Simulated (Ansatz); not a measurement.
O2: how the atomization moves with the basis

O2, triplet; coordinates (Å): O 0.000 0.000 0.000; O 0.000 0.000 1.193. Quantity: atomization.

Ansatz 0.2.0, basis 6-31G or cc-pVDZ; geometries are PBE0/def2-TZVP minima. Wave-function levels freeze the cores; HF, MP2 and coupled cluster are restricted for singlets and unrestricted otherwise, atoms included (their steps beyond CCSDT(Q) come from restricted open-shell runs), Kohn–Sham unrestricted where that lies lower. The reference is CCSDTQ or full CI (coupled cluster only where its series has nearly closed). Semilocal and hybrid functionals correlate all electrons outside any core potential and usually lie nearer their basis limit than the reference, so part of their error here is the reference's basis and frozen-core error; RPA and the MP2 part of double hybrids freeze the same cores as the reference. None of these values is a measured one. Energies are electronic, without zero-point terms. No spin–orbit coupling and no scalar relativity. The species are chosen: bound, without strong static correlation by their natural occupations or amplitudes, in their lowest spin state as far as vertical gaps and like structures tell, without the heavier p-block dimers whose ³Σ⁻ and ³Π states nearly coincide, and with a ladder that closes on the reference, so errors are smaller than for species at large; levels whose determinant breaks symmetry or spin markedly are left out.

| level | 6-31G (kcal/mol) | cc-pVDZ (kcal/mol) |
| --- | --- | --- |
| reference | 66.8 (full CI) | 104.5 (CCSDTQ) |
| HF | -9.3 | 28.7 |
| MP2 | 74.9 | 114.9 |
| CCSD(T) | 65.7 | 103.6 |
| CCSDT | 65.7 | 103.6 |
| PBE | 114.8 | 144.0 |
| PBE0 | 91.1 | 122.9 |
| RPA-PBE | 55.5 | 98.1 |

From 6-31G to cc-pVDZ the reference moves by 37.7 kcal/mol and PBE by 29.2; the step from CCSD(T) to the reference is 1.1 in the first and 0.9 in the last.
